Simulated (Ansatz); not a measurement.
# Pb, fcc: how the functional moves the structure

All rows: Ansatz, plane waves with scalar-relativistic PAW, 420 eV (500 eV for the SCAN forms), relaxed under each functional, no dispersion correction, no zero-point motion. B₀ comes from uniform scaling at fixed shape; a dash is a value not given.

The measured cell (COD entry 9008477) has a = 4.950 Å, 30.33 Å³/atom.

```json
{"functional": "PBE", "V (Å³/atom)": "31.91", "cell": "a = 5.035 Å", "B₀ (GPa)": "39", "magnetic state": "spin not included"}
{"functional": "r²SCAN", "V (Å³/atom)": "31.05", "cell": "a = 4.989 Å", "B₀ (GPa)": "44", "magnetic state": "spin not included"}
{"functional": "PBEsol", "V (Å³/atom)": "29.90", "cell": "a = 4.927 Å", "B₀ (GPa)": "47", "magnetic state": "spin not included"}
{"functional": "LDA", "V (Å³/atom)": "28.97", "cell": "a = 4.875 Å", "B₀ (GPa)": "52", "magnetic state": "spin not included"}
{"functional": "revPBE", "V (Å³/atom)": "32.82", "cell": "a = 5.082 Å", "B₀ (GPa)": "36", "magnetic state": "spin not included"}
{"functional": "RPBE", "V (Å³/atom)": "33.19", "cell": "a = 5.101 Å", "B₀ (GPa)": "34", "magnetic state": "spin not included"}
{"functional": "BLYP", "V (Å³/atom)": "34.73", "cell": "a = 5.179 Å", "B₀ (GPa)": "32", "magnetic state": "spin not included"}
```

LDA gives the smallest volume and BLYP the largest.
